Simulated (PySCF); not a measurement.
Relaxation of doublet SiCl₂⁺

Method: PySCF, UPBE0, basis Si def2-TZVP, Cl def2-TZVP (no relativity, density fitting). A (50,194) grid was used.

A hand-made bent start, of C2v symmetry, held to at least that symmetry:

Coordinates in bohr (charge 1 multiplicity 2):
```
Si    0.0000    0.0000   -1.6312
Cl    3.2617    0.0000    0.6525
Cl   -3.2617    0.0000    0.6525
```

Optimiser trace:
```json
{"step": "0", "E − E(last) (kJ/mol)": "44.80", "largest gradient (Eh/bohr)": "0.06269"}
{"step": "1", "E − E(last) (kJ/mol)": "2.14", "largest gradient (Eh/bohr)": "0.01474"}
{"step": "2", "E − E(last) (kJ/mol)": "0.24", "largest gradient (Eh/bohr)": "0.00413"}
{"step": "3", "E − E(last) (kJ/mol)": "0.00", "largest gradient (Eh/bohr)": "0.00028"}
{"step": "4", "E − E(last) (kJ/mol)": "0.00", "largest gradient (Eh/bohr)": "0.00003"}
```

It ends at C2v with Si–Cl 1.963 Å (×2); Cl–Si–Cl 122.4°. A frequency run shows a minimum. Other isomers or separated fragments may lie lower.

The relaxation took 6.1 s on 4 threads of a shared Arm Neoverse V1 host, with 111 basis functions and 5 gradients; the process peaked at 0.53 GiB. Launch command: `OMP_NUM_THREADS=4 python axn.py task.json out`.
